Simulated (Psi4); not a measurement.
**CH5Si (SMILES C[SiH2]): levels of theory compared**

Wanted: a comparison of 6 runs (UHF/3-21G, ROHF/cc-pVDZ, UMP2/6-311+G*, UMP2/def2-TZVPD) of CH5Si. 

Program for the calculation: Psi4 1.11.

4 further runs of the same task are left out: 1 that didn't finish, 3 set aside as unsound or not needed.

## (1) The system as given

CH5Si: 7 atoms, total charge 0, spin state doublet. As SMILES, `C[SiH2]`. The coordinates come from a PBE0-D4/def2-TZVP relaxation.

Bond lengths: C1–Si2 1.875 Å, C1–H3 1.094 Å, C1–H4 1.092 Å, C1–H5 1.092 Å, Si2–H6 1.491 Å, Si2–H7 1.490 Å. Angles: C1–Si2–H6 111.8°, C1–Si2–H7 111.8°, Si2–C1–H3 110.5°, Si2–C1–H4 110.8°, Si2–C1–H5 110.8°, H6–Si2–H7 109.5°, H3–C1–H4 108.1°, H3–C1–H5 108.2°, H4–C1–H5 108.3°.

## (2) Energy and forces at UHF/3-21G (run 1)

ch5si.xyz

```xyz
7
CH5Si
C     -0.122600    -0.803200     0.095200
Si     0.176200     1.034800     0.314000
H     -0.204800    -1.054900    -0.966600
H      0.699200    -1.383300     0.519500
H     -1.047100    -1.107700     0.589500
H     -0.951500     1.846400    -0.225700
H      1.450600     1.468000    -0.326000
```

job.py

```python
import psi4

psi4.set_memory('1600 MB')
psi4.set_num_threads(1)
psi4.core.set_output_file('ch5si.out', False)

with open('ch5si.xyz') as f:
    atoms = ''.join(f.readlines()[2:])
mol = psi4.geometry('0 2\n' + atoms + 'symmetry c1\nno_reorient\nno_com')

psi4.set_options({
    'basis': '3-21G',
    'reference': 'uhf',
    'puream': True,
    'e_convergence': 1e-09,
    'd_convergence': 1e-08,
    'scf_type': 'pk',
    'maxiter': 200,
})

E, wfn = psi4.gradient("hf", return_wfn=True)
psi4.oeprop(wfn, "WIBERG_LOWDIN_INDICES", "LOWDIN_CHARGES", "QUADRUPOLE", title="HF")
print('gradient / Eh bohr^-1')
print(E.np.round(6))
print(f'energy = {wfn.energy():.10f} Eh')
```

The run is started by

```
$ python job.py
```

ch5si.out:

```text
[...]
  Running in c1 symmetry.
[...]
  Nuclear repulsion =   55.683077117445883
[...]
  Multiplicity = 2
[...]
  Nalpha       = 13
  Nbeta        = 12
[...]
    Number of basis functions: 32
[...]
   @UHF iter   1:  -327.87933842131156   -6.63856e-01   7.32000e-03 ADIIS/DIIS
[...]
   @UHF iter  13:  -327.91683751896335   -1.02318e-12   7.73193e-09 DIIS
[...]
   @S^2 Observed:                7.537668978E-01
[...]
  @UHF Final Energy:  -327.91683751896335
   => Energetics <=
    Nuclear Repulsion Energy =             55.6830771174458832
    One-Electron Energy =                -563.2828108063099535
    Two-Electron Energy =                 179.6828961699007436
    Total Energy =                       -327.9168375189633480
  UHF NO Occupations:
  HONO-2 :   11  A 1.9995174
  HONO-1 :   12  A 1.9990937
[...]
  -Total Gradient:
     Atom            X                  Y                   Z
    ------   -----------------  -----------------  -----------------
       1        0.003382335979     0.021086231489     0.002706220204
       2       -0.002758065592    -0.017376847274    -0.001456267956
       3       -0.000216661246    -0.000028233951    -0.005544842061
       4        0.004347921316    -0.001849176186     0.002170368240
       5       -0.004485836142    -0.000438581340     0.002510345874
       6        0.000343191431    -0.000766996288    -0.000218812928
       7       -0.000612885746    -0.000626396446    -0.000167011373
[...]
 Multipole Moments:
 ------------------------------------------------------------------------------------
     Multipole            Electronic (a.u.)      Nuclear  (a.u.)        Total (a.u.)
 ------------------------------------------------------------------------------------
 L = 1.  Multiply by 2.5417464519 to convert [e a0] to [Debye]
 Dipole X            :         -3.2067504            3.1702045           -0.0365459
 Dipole Y            :        -18.0908685           17.8324006           -0.2584679
 Dipole Z            :         -8.5171431            8.6131827            0.0960396
 Magnitude           :                                                    0.2781454
 L = 2.  Multiply by 1.3450342976 to convert [e a0^2] to [Debye ang]
 Quadrupole XX       :        -35.8967572           18.4326561          -17.4641011
 Quadrupole XY       :        -14.0788703           14.0157959           -0.0630744
[...]
```

The script printed:

```text
gradient / Eh bohr^-1
[[ 3.3820e-03  2.1086e-02  2.7060e-03]
 [-2.7580e-03 -1.7377e-02 -1.4560e-03]
 [-2.1700e-04 -2.8000e-05 -5.5450e-03]
 [ 4.3480e-03 -1.8490e-03  2.1700e-03]
 [-4.4860e-03 -4.3900e-04  2.5100e-03]
 [ 3.4300e-04 -7.6700e-04 -2.1900e-04]
 [-6.1300e-04 -6.2600e-04 -1.6700e-04]]
energy = -327.9168375190 Eh
```

Run time: 1.6 s. Hardware: 1 thread of Intel Xeon at 2.60GHz (Ice Lake), shared host; peak memory 0.18 GiB.

## (3) The energy at ROHF/cc-pVDZ (density fitting) (run 2)

job.dat

```
memory 1600 mb

molecule {
  0 2
  C
  Si 1 1.87494
  H 1 1.094317 2 110.52863
  H 1 1.091743 3 108.14509 2 -121.48438
  H 1 1.091674 4 108.25734 3 116.95988
  H 2 1.490529 1 111.77425 5 -58.24645
  H 2 1.490422 6 109.46142 1 124.39949
}

set basis cc-pVDZ
set reference rohf
set scf_type mem_df

energy("hf")
```

The run is started by

```
$ psi4 job.dat job.out -n 1
```

job.out:

```text
[...]
  Running in c1 symmetry.
[...]
  Nuclear repulsion =   55.683071782465383
[...]
  Multiplicity = 2
[...]
  Nalpha       = 13
  Nbeta        = 12
[...]
    Number of basis functions: 57
[...]
   @DF-ROHF iter   1:  -329.60318819684500   -5.81834e-01   3.83577e-03 DIIS
[...]
   @DF-ROHF iter   7:  -329.67046711206285   -6.97134e-08   6.14418e-07 DIIS
[...]
    Orbital Energies [Eh]
    ---------------------
    Doubly Occupied:
       1A    -68.777018     2A    -11.221443     3A     -6.126211
       4A     -4.231648     5A     -4.231333     6A     -4.231194
       7A     -0.950620     8A     -0.668454     9A     -0.565887
      10A     -0.559597    11A     -0.466346    12A     -0.456282
    Singly Occupied:
      13A     -0.118889
[...]
  @DF-ROHF Final Energy:  -329.67046711206285
   => Energetics <=
    Nuclear Repulsion Energy =             55.6830717824653831
    One-Electron Energy =                -565.4089987921433931
    Two-Electron Energy =                 180.0554598976151794
    Total Energy =                       -329.6704671120628518
[...]
 Multipole Moments:
 ------------------------------------------------------------------------------------
     Multipole            Electronic (a.u.)      Nuclear  (a.u.)        Total (a.u.)
 ------------------------------------------------------------------------------------
 L = 1.  Multiply by 2.5417464519 to convert [e a0] to [Debye]
 Dipole X            :          0.0022291           -0.0019663            0.0002629
 Dipole Y            :         -1.1587091            1.1039403           -0.0547688
 Dipole Z            :          2.0610309           -2.3714353           -0.3104044
 Magnitude           :                                                    0.3151992
[...]
```

Run time: 1.8 s. Hardware: 1 thread of Intel Xeon at 2.60GHz (Ice Lake), shared host; peak memory 0.23 GiB.

Runs 3 to 5 aren't shown in full; the table further down has their settings and results.

## (4) A single-point energy at UMP2/def2-TZVPD (DKH2, density fitting, density fitting for correlation, ddCOSMO ethanol) (run 6)

calc.py

```python
import psi4

psi4.set_memory(1600000000)
psi4.set_num_threads(1)
psi4.core.set_output_file('psi4.out', False)

mol = psi4.geometry("""
0 2
C     -0.122600    -0.803200     0.095200
Si     0.176200     1.034800     0.314000
H     -0.204800    -1.054900    -0.966600
H      0.699200    -1.383300     0.519500
H     -1.047100    -1.107700     0.589500
H     -0.951500     1.846400    -0.225700
H      1.450600     1.468000    -0.326000
symmetry c1
""")

options = {'reference': 'uhf', 'freeze_core': True, 'mp2_type': 'df', 'relativistic': 'dkh', 'dkh_order': 2, 'ddx': True, 'ddx_model': 'cosmo', 'ddx_solvent': 'ethanol', 'ddx_radii_set': 'uff'}
psi4.set_options(options)

e, wfn = psi4.energy('mp2/def2-TZVPD', molecule=mol, return_wfn=True)
print('E =', round(e, 9))
for k, v in sorted(psi4.core.scalar_variables().items()):
    print(f'{k:45s} {v:18.10f}')
```

The run is started by

```
$ python calc.py
```

psi4.out:

```text
[...]
  Running in c1 symmetry.
[...]
  Nuclear repulsion =   55.683077117445883
[...]
  Multiplicity = 2
[...]
  Nalpha       = 13
  Nbeta        = 12
[...]
    Number of basis functions: 125
[...]
   @DF-UHF iter   1:  -330.15143686827736   -5.84111e-01   3.03406e-03 DIIS/ADIIS
[...]
   @DF-UHF iter  13:  -330.24182627793073   -6.42331e-12   4.47258e-09 DIIS
[...]
   @S^2 Observed:                7.541191221E-01
[...]
    Orbital Energies [Eh]
    ---------------------
    Alpha Occupied:
       1A    -68.945625     2A    -11.213056     3A     -6.150325
       4A     -4.241500     5A     -4.231658     6A     -4.231413
       7A     -0.949411     8A     -0.693249     9A     -0.563691
      10A     -0.562191    11A     -0.474770    12A     -0.460417
      13A     -0.322157
    Alpha Virtual:
      14A      0.040986    15A      0.077277    16A      0.119949
      17A      0.128246    18A      0.134193    19A      0.145458
      20A      0.158262    21A      0.160629    22A      0.163314
      23A      0.198248    24A      0.200239    25A      0.211990
[...]
  @DF-UHF Final Energy:  -330.24182627793073
   => Energetics <=
    Nuclear Repulsion Energy =             55.6830771174458832
    One-Electron Energy =                -566.1410887142995989
    Two-Electron Energy =                 180.2175554684205849
    DD Solvation Energy =                 -0.0013701494975529
    Total Energy =                       -330.2418262779307270
  UHF NO Occupations:
  HONO-2 :   11  A 1.9998008
[...]
 Multipole Moments:
 ------------------------------------------------------------------------------------
     Multipole            Electronic (a.u.)      Nuclear  (a.u.)        Total (a.u.)
 ------------------------------------------------------------------------------------
 L = 1.  Multiply by 2.5417464519 to convert [e a0] to [Debye]
 Dipole X            :          0.3353562           -0.4025339           -0.0671777
 Dipole Y            :          1.7820327           -2.1903070           -0.4082744
 Dipole Z            :          1.2930459           -1.3721925           -0.0791466
 Magnitude           :                                                    0.4212659
[...]
```

The script printed:

```text
E = -330.520200562
CURRENT CORRELATION ENERGY                         -0.2783742837
CURRENT ENERGY                                   -330.5202005616
CURRENT REFERENCE ENERGY                         -330.2418262779
CUSTOM SCS-MP2 CORRELATION ENERGY                  -0.2875908827
CUSTOM SCS-MP2 TOTAL ENERGY                      -330.5294171606
DD SOLVATION ENERGY                                -0.0013701495
HF KINETIC ENERGY                                 329.9326938544
HF POTENTIAL ENERGY                              -660.1745201323
HF TOTAL ENERGY                                  -330.2404561284
MP2 CORRELATION ENERGY                             -0.2783742837
MP2 DOUBLES ENERGY                                 -0.2783742837
MP2 OPPOSITE-SPIN CORRELATION ENERGY               -0.2247686017
MP2 SAME-SPIN CORRELATION ENERGY                   -0.0536056820
MP2 SINGLES ENERGY                                 -0.0000000000
MP2 TOTAL ENERGY                                 -330.5202005616
NUCLEAR REPULSION ENERGY                           55.6830771174
ONE-ELECTRON ENERGY                              -566.1410887143
PCM POLARIZATION ENERGY                             0.0000000000
PE ENERGY                                           0.0000000000
SCF ITERATION ENERGY                             -330.2418262779
SCF ITERATIONS                                     13.0000000000
SCF TOTAL ENERGY                                 -330.2418262779
SCS-MP2 CORRELATION ENERGY                         -0.2875908827
SCS-MP2 TOTAL ENERGY                             -330.5294171606
TWO-ELECTRON ENERGY                               180.2175554684
```

Run time: 13 s. Hardware: 1 thread of Intel Xeon at 2.60GHz (Ice Lake), shared host; peak memory 0.27 GiB.

## (5) The series

| run | level | task | integrals | energy (Eh) | HOMO energy (eV) | LUMO energy (eV) | ⟨S²⟩ | wall time |
| --- | --- | --- | --- | --- | --- | --- | --- | --- |
| 1 | UHF/3-21G | gradient | pk | -327.916838 | -8.59 | 1.55 | 0.754 | 1.6 s |
| 2 | ROHF/cc-pVDZ (density fitting) | energy | mem_df | -329.670467 | – | – | – | 1.8 s |
| 3 | UMP2/6-311+G* (DKH2, Cholesky decomposition, density fitting for correlation) | energy | cd | -330.450871 | -8.68 | 1.05 | 0.753 | 2.4 s |
| 4 | UMP2/6-311+G* (DKH2, density fitting, density fitting for correlation) | energy | df | -330.450958 | -8.68 | 1.05 | 0.753 | 2.1 s |
| 5 | UMP2/6-311+G* (density fitting, density fitting for correlation) | energy | df | -329.891820 | -8.69 | 1.05 | 0.753 | 2.4 s |
| 6 | UMP2/def2-TZVPD (DKH2, density fitting, density fitting for correlation, ddCOSMO ethanol) | energy | df | -330.520201 | -8.77 | 1.05 | 0.754 | 13 s |

## (6) Results

| quantity | value |
| --- | --- |
| run 6: total energy | -330.52020 Eh |
| run 6: HOMO energy (Hartree–Fock orbitals) (highest over α and β) | -8.77 eV |
| run 6: LUMO energy (Hartree–Fock orbitals) (lowest over α and β) | 1.05 eV |
| run 6: correlation energy (6 core orbitals frozen) | -278.4 mEh |
| run 6: solvent term in the energy | -3.6 kJ/mol |
| run 6: ⟨S²⟩ of the reference determinant | 0.754 |

**Reading.** Some runs of one species differ in core potentials or relativity; totals across that change don't compare. All runs together took 23 s, the longest 13 s.
